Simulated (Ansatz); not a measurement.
We consider solid iodine, described by LDA (Ansatz, a first-principles code, PAW).

Run with plane-wave cutoff 520 eV, 6×6×2 k mesh (along the axes of the cell as run), Fermi–Dirac smearing 0.01 eV, scalar-relativistic PAW data made under PBE.

Starting structure:

```
I
1.0
    3.63500    -2.39500     0.00000
    3.63500     2.39500     0.00000
    0.00000     0.00000     9.79000
I
4
Direct
  0.15400   0.84600   0.88300
  0.34600   0.65400   0.38300
  0.65400   0.34600   0.61700
  0.84600   0.15400   0.11700
```

### Question
Into what structure does the relaxation of cell and atoms lead at this level, with the symmetry of the start kept?

### Answer
The volume shrinks by 13 %; final space group Cmce.
```
I
1.0
    3.57029    -2.16453     0.00000
    3.57029     2.16453     0.00000
    0.00000     0.00000     9.56174
I
4
Cartesian
  3.57029   1.40392   8.38578
  3.57029   0.76061   3.60491
  3.57029  -0.76061   5.95683
  3.57029  -1.40392   1.17596
```
